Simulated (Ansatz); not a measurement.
Harmonic frequencies (cm⁻¹) at PBE0-D4/def2-TZVP from Ansatz: 224, 330, 443, 509, 796, 912, 935, 979, 1054, 1110, 1164, 1166, 1231, 1277, 1452, 1488, 1672, 3084, 3095, 3140, 3156.

(1) Which molecule is it?
A. `CN=C=CCl`
B. `N=C1CC1Cl`
C. `ClCC1=CN1`
D. `ClC1=NCC1`

Results:

(1) D.
